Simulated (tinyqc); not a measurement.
Inside a calculation (part 2 of 2). Method: UHF in the sto-3g basis, for H2O+, spin multiplicity 2. Computed by tinyqc, a small Python program that keeps every step (integrals from PySCF). Command: `OMP_NUM_THREADS=1 python tinyqc.py 22955 22956 out.jsonl` (the two numbers bound the seeds that draw the settings). One thread of a shared host (Intel(R) Xeon(R) Processor @ 2.60GHz), about 0.1 s of CPU time with the checks.

Geometry (angstrom):
```
atom       x        y       z
O     0.0000   0.0000  0.0000
H     0.0000   0.7550  0.5500
H     0.0000  -0.7550  0.5500
```

## Iteration 2: diagonalisation and new density

extrapolated F(alpha) (hartree), lower triangle:
```
           1O 1s    1O 2s   1O 2px   1O 2py   1O 2pz    2H 1s    3H 1s
1O 1s   -20.9921
1O 2s    -5.3495  -3.1262
1O 2px    0.0000   0.0000  -1.1012
1O 2py    0.0000   0.0000   0.0000  -1.0471
1O 2pz   -0.0265  -0.1715   0.0000   0.0000  -1.0469
2H 1s    -1.3070  -1.3528   0.0000  -0.5800  -0.4831  -1.0259
3H 1s    -1.3070  -1.3528   0.0000   0.5800  -0.4831  -0.5321  -1.0259
```

extrapolated F(beta) (hartree), lower triangle:
```
           1O 1s    1O 2s   1O 2px   1O 2py   1O 2pz    2H 1s    3H 1s
1O 1s   -20.9644
1O 2s    -5.3112  -2.9287
1O 2px    0.0000   0.0000  -0.2149
1O 2py    0.0000   0.0000   0.0000  -0.9855
1O 2pz   -0.0260  -0.1620   0.0000   0.0000  -0.9947
2H 1s    -1.2964  -1.2956   0.0000  -0.5736  -0.4745  -1.0183
3H 1s    -1.2964  -1.2956   0.0000   0.5736  -0.4745  -0.5171  -1.0183
```

X, lower triangle:
```
          1O 1s    1O 2s  1O 2px   1O 2py   1O 2pz    2H 1s   3H 1s
1O 1s    1.0243
1O 2s   -0.1448   1.2685
1O 2px   0.0000   0.0000  1.0000
1O 2py   0.0000   0.0000  0.0000   1.1270
1O 2pz  -0.0104   0.1165  0.0000   0.0000   1.0551
2H 1s    0.0226  -0.3127  0.0000  -0.2472  -0.1483   1.2277
3H 1s    0.0226  -0.3127  0.0000   0.2472  -0.1483  -0.0922  1.2277
```

D(alpha) after iteration 1, lower triangle:
```
          1O 1s    1O 2s  1O 2px   1O 2py  1O 2pz    2H 1s   3H 1s
1O 1s    1.0441
1O 2s   -0.1778   0.7745
1O 2px   0.0000   0.0000  1.0000
1O 2py   0.0000   0.0000  0.0000   0.5902
1O 2pz   0.0448  -0.2077  0.0000   0.0000  0.8569
2H 1s   -0.0419   0.0984  0.0000   0.2197  0.1125   0.1309
3H 1s   -0.0419   0.0984  0.0000  -0.2197  0.1125  -0.0360  0.1309
```

D(beta) after iteration 1, lower triangle:
```
          1O 1s    1O 2s  1O 2px   1O 2py  1O 2pz    2H 1s   3H 1s
1O 1s    1.0425
1O 2s   -0.1691   0.7309
1O 2px   0.0000   0.0000  0.0000
1O 2py   0.0000   0.0000  0.0000   0.5758
1O 2pz   0.0480  -0.2204  0.0000   0.0000  0.8570
2H 1s   -0.0461   0.1140  0.0000   0.2238  0.1106   0.1423
3H 1s   -0.0461   0.1140  0.0000  -0.2238  0.1106  -0.0368  0.1423
```

overlap S, lower triangle:
```
         1O 1s   1O 2s  1O 2px   1O 2py  1O 2pz   2H 1s   3H 1s
1O 1s   1.0000
1O 2s   0.2367  1.0000
1O 2px  0.0000  0.0000  1.0000
1O 2py  0.0000  0.0000  0.0000   1.0000
1O 2pz  0.0000  0.0000  0.0000   0.0000  1.0000
2H 1s   0.0570  0.4901  0.0000   0.3244  0.2363  1.0000
3H 1s   0.0570  0.4901  0.0000  -0.3244  0.2363  0.2531  1.0000
```

Diagonalise F' = X^T F X, C = X C', fill 5 alpha and 4 beta electrons from the bottom; D(s) = C_occ C_occ^T; the new density keeps 0.3 of the old one (damping). Each column has its largest component positive (the first on a tie).

F' = X^T F X (alpha) (hartree), lower triangle:
```
          1        2        3        4        5        6        7
1  -20.6086
2   -2.7103  -1.8939
3    0.0000   0.0000  -1.1012
4    0.0000   0.0000   0.0000  -0.7441
5   -0.0428   0.0445   0.0000   0.0000  -0.9195
6   -0.2088  -0.5658   0.0000  -0.4809  -0.3079  -0.3433
7   -0.2088  -0.5658   0.0000   0.4809  -0.3079  -0.1119  -0.3433
```

orbital energies (alpha) (hartree): MO1 -21.0013, MO2 -1.9240, MO3 -1.2145, MO4 -1.1012, MO5 -1.0581, MO6 0.1063, MO7 0.2391

coefficients C (alpha):
```
            MO1      MO2      MO3     MO4      MO5      MO6      MO7
1O 1s    0.9940  -0.2433   0.0000  0.0000   0.0842  -0.1303   0.0000
1O 2s    0.0274   0.8997   0.0000  0.0000  -0.4164   0.9250   0.0000
1O 2px   0.0000   0.0000   0.0000  1.0000   0.0000   0.0000   0.0000
1O 2py   0.0000   0.0000   0.7281  0.0000   0.0000   0.0000   0.9286
1O 2pz   0.0044   0.1748   0.0000  0.0000   0.8716   0.6169   0.0000
2H 1s   -0.0063   0.0966   0.3277  0.0000   0.1693  -0.8526  -0.9082
3H 1s   -0.0063   0.0966  -0.3277  0.0000   0.1693  -0.8526   0.9082
```

F' = X^T F X (beta) (hartree), lower triangle:
```
          1        2        3        4        5        6        7
1  -20.5864
2   -2.6990  -1.6717
3    0.0000   0.0000  -0.2149
4    0.0000   0.0000   0.0000  -0.6739
5   -0.0434   0.0628   0.0000   0.0000  -0.8647
6   -0.2088  -0.5589   0.0000  -0.4853  -0.3068  -0.3576
7   -0.2088  -0.5589   0.0000   0.4853  -0.3068  -0.1127  -0.3576
```

orbital energies (beta) (hartree): MO1 -20.9720, MO2 -1.7607, MO3 -1.1785, MO4 -1.0007, MO5 -0.2149, MO6 0.1402, MO7 0.2596

coefficients C (beta):
```
            MO1      MO2      MO3      MO4     MO5      MO6      MO7
1O 1s    0.9946  -0.2309   0.0000   0.0954  0.0000  -0.1404   0.0000
1O 2s    0.0248   0.8349   0.0000  -0.4586  0.0000   0.9650   0.0000
1O 2px   0.0000   0.0000   0.0000   0.0000  1.0000   0.0000   0.0000
1O 2py   0.0000   0.0000   0.7010   0.0000  0.0000   0.0000   0.9492
1O 2pz   0.0041   0.1906   0.0000   0.8635  0.0000   0.6236   0.0000
2H 1s   -0.0057   0.1434   0.3537   0.1617  0.0000  -0.8474  -0.8984
3H 1s   -0.0057   0.1434  -0.3537   0.1617  0.0000  -0.8474   0.8984
```

D(alpha) after iteration 2, lower triangle:
```
          1O 1s    1O 2s  1O 2px   1O 2py  1O 2pz    2H 1s   3H 1s
1O 1s    1.0513
1O 2s   -0.2121   0.9209
1O 2px   0.0000   0.0000  1.0000
1O 2py   0.0000   0.0000  0.0000   0.5481
1O 2pz   0.0381  -0.2062  0.0000   0.0000  0.8103
2H 1s   -0.0234   0.0409  0.0000   0.2329  0.1488   0.1411
3H 1s   -0.0234   0.0409  0.0000  -0.2329  0.1488  -0.0593  0.1411
```

D(beta) after iteration 2, lower triangle:
```
          1O 1s    1O 2s  1O 2px   1O 2py  1O 2pz    2H 1s   3H 1s
1O 1s    1.0489
1O 2s   -0.1990   0.8548
1O 2px   0.0000   0.0000  0.0000
1O 2py   0.0000   0.0000  0.0000   0.5167
1O 2pz   0.0440  -0.2318  0.0000   0.0000  0.8045
2H 1s   -0.0302   0.0660  0.0000   0.2407  0.1500   0.1630
3H 1s   -0.0302   0.0660  0.0000  -0.2407  0.1500  -0.0659  0.1630
```

## Iteration 20 (converged): orbitals

converged F(alpha) (hartree), lower triangle:
```
           1O 1s    1O 2s   1O 2px   1O 2py   1O 2pz    2H 1s    3H 1s
1O 1s   -21.0286
1O 2s    -5.3572  -3.1485
1O 2px    0.0000   0.0000  -1.1213
1O 2py    0.0000   0.0000   0.0000  -1.0649
1O 2pz   -0.0264  -0.1716   0.0000   0.0000  -1.0558
2H 1s    -1.3088  -1.3514   0.0000  -0.5805  -0.4883  -1.0203
3H 1s    -1.3088  -1.3514   0.0000   0.5805  -0.4883  -0.5303  -1.0203
```

converged F(beta) (hartree), lower triangle:
```
           1O 1s    1O 2s   1O 2px   1O 2py   1O 2pz    2H 1s    3H 1s
1O 1s   -20.9993
1O 2s    -5.3170  -2.9466
1O 2px    0.0000   0.0000  -0.2332
1O 2py    0.0000   0.0000   0.0000  -0.9841
1O 2pz   -0.0259  -0.1560   0.0000   0.0000  -0.9920
2H 1s    -1.2976  -1.2954   0.0000  -0.5756  -0.4817  -1.0271
3H 1s    -1.2976  -1.2954   0.0000   0.5756  -0.4817  -0.5165  -1.0271
```

Diagonalise F' = X^T F X, C = X C', fill 5 alpha and 4 beta electrons from the bottom; D(s) = C_occ C_occ^T. Each column has its largest component positive (the first on a tie).

F' = X^T F X (alpha) (hartree), lower triangle:
```
          1        2        3        4        5        6        7
1  -20.6452
2   -2.7097  -1.9281
3    0.0000   0.0000  -1.1213
4    0.0000   0.0000   0.0000  -0.7657
5   -0.0424   0.0438   0.0000   0.0000  -0.9262
6   -0.2102  -0.5585   0.0000  -0.4779  -0.3131  -0.3375
7   -0.2102  -0.5585   0.0000   0.4779  -0.3131  -0.1112  -0.3375
```

orbital energies (alpha) (hartree): MO1 -21.0377, MO2 -1.9410, MO3 -1.2238, MO4 -1.1213, MO5 -1.0716, MO6 0.1020, MO7 0.2317

coefficients C (alpha):
```
            MO1      MO2      MO3     MO4      MO5      MO6      MO7
1O 1s    0.9940  -0.2451   0.0000  0.0000   0.0835  -0.1271   0.0000
1O 2s    0.0273   0.9120   0.0000  0.0000  -0.4175   0.9124   0.0000
1O 2px   0.0000   0.0000   0.0000  1.0000   0.0000   0.0000   0.0000
1O 2py   0.0000   0.0000   0.7369  0.0000   0.0000   0.0000   0.9216
1O 2pz   0.0044   0.1753   0.0000  0.0000   0.8679   0.6220   0.0000
2H 1s   -0.0063   0.0867   0.3189  0.0000   0.1767  -0.8521  -0.9113
3H 1s   -0.0063   0.0867  -0.3189  0.0000   0.1767  -0.8521   0.9113
```

F' = X^T F X (beta) (hartree), lower triangle:
```
          1        2        3        4        5        6        7
1  -20.6219
2   -2.6975  -1.6985
3    0.0000   0.0000  -0.2332
4    0.0000   0.0000   0.0000  -0.6710
5   -0.0443   0.0727   0.0000   0.0000  -0.8564
6   -0.2099  -0.5517   0.0000  -0.4859  -0.3161  -0.3686
7   -0.2099  -0.5517   0.0000   0.4859  -0.3161  -0.1100  -0.3686
```

orbital energies (beta) (hartree): MO1 -21.0068, MO2 -1.7718, MO3 -1.1823, MO4 -1.0119, MO5 -0.2332, MO6 0.1353, MO7 0.2527

coefficients C (beta):
```
            MO1      MO2      MO3      MO4     MO5      MO6      MO7
1O 1s    0.9946  -0.2323   0.0000   0.0957  0.0000  -0.1375   0.0000
1O 2s    0.0247   0.8434   0.0000  -0.4693  0.0000   0.9524   0.0000
1O 2px   0.0000   0.0000   0.0000   0.0000  1.0000   0.0000   0.0000
1O 2py   0.0000   0.0000   0.6956   0.0000  0.0000   0.0000   0.9532
1O 2pz   0.0040   0.1834   0.0000   0.8524  0.0000   0.6408   0.0000
2H 1s   -0.0057   0.1385   0.3588   0.1809  0.0000  -0.8444  -0.8963
3H 1s   -0.0057   0.1385  -0.3588   0.1809  0.0000  -0.8444   0.8963
```

D(alpha) after iteration 20, lower triangle:
```
          1O 1s    1O 2s  1O 2px   1O 2py  1O 2pz    2H 1s   3H 1s
1O 1s    1.0551
1O 2s   -0.2313   1.0069
1O 2px   0.0000   0.0000  1.0000
1O 2py   0.0000   0.0000  0.0000   0.5431
1O 2pz   0.0339  -0.2024  0.0000   0.0000  0.7840
2H 1s   -0.0127   0.0051  0.0000   0.2350  0.1685   0.1405
3H 1s   -0.0127   0.0051  0.0000  -0.2350  0.1685  -0.0630  0.1405
```

D(beta) after iteration 20, lower triangle:
```
          1O 1s    1O 2s  1O 2px   1O 2py  1O 2pz    2H 1s   3H 1s
1O 1s    1.0524
1O 2s   -0.2163   0.9322
1O 2px   0.0000   0.0000  0.0000
1O 2py   0.0000   0.0000  0.0000   0.4839
1O 2pz   0.0429  -0.2453  0.0000   0.0000  0.7602
2H 1s   -0.0205   0.0318  0.0000   0.2496  0.1796   0.1807
3H 1s   -0.0205   0.0318  0.0000  -0.2496  0.1796  -0.0768  0.1807
```

## Convergence

Stop when the energy changes by less than 1e-10 hartree and every element of the error matrix X^T (F D S - S D F) X (for each spin) is below 3e-06.

Course of the cycle:
```
iteration  E (hartree)     change  largest element of the error matrix
1           -74.461546          -                             2.02e-01
2           -74.573871  -1.12e-01                             9.60e-02
3           -74.621691  -4.78e-02                             3.60e-02
4           -74.638839  -1.71e-02                             1.13e-02
5           -74.644431  -5.59e-03                             3.54e-03
6           -74.646164  -1.73e-03                             1.13e-03
7           -74.646692  -5.29e-04                             3.63e-04
8           -74.646852  -1.60e-04                             1.10e-04
9           -74.646900  -4.82e-05                             3.25e-05
10          -74.646915  -1.45e-05                             9.61e-06
11          -74.646919  -4.34e-06                             2.88e-06
12          -74.646920  -1.30e-06                             9.01e-07
13          -74.646921  -3.91e-07                             2.90e-07
14          -74.646921  -1.17e-07                             9.65e-08
15          -74.646921  -3.52e-08                             3.41e-08
16          -74.646921  -1.05e-08                             1.28e-08
17          -74.646921  -3.16e-09                             5.22e-09
18          -74.646921  -9.50e-10                             1.70e-09
19          -74.646921  -2.85e-10                             5.23e-10
20          -74.646921  -8.54e-11                             1.55e-10
```

PySCF UHF in the same basis, after a stability check = -74.646921 hartree

Converged in 20 iterations.

## Populations, bond orders and dipole

Mulliken: Z minus the diagonal of D S on the atom; Loewdin: the same with S^(1/2) D S^(1/2); Mayer order: 2 sum_s sum (D(s) S)_ij (D(s) S)_ji over the two atoms.

Charges (e):
```
atom  Mulliken  Loewdin  Mulliken spin
1O      0.0829   0.3093         1.1134
2H      0.4586   0.3454        -0.0567
3H      0.4586   0.3454        -0.0567
```

Mayer bond orders:
```
pair   order
2-1   0.7727
3-1   0.7727
3-2   0.0138
```

dipole moment about the origin, x y z (debye): 0.0000  0.0000  2.9061

<S^2> of the determinant (pure state: 0.75) = 0.7547
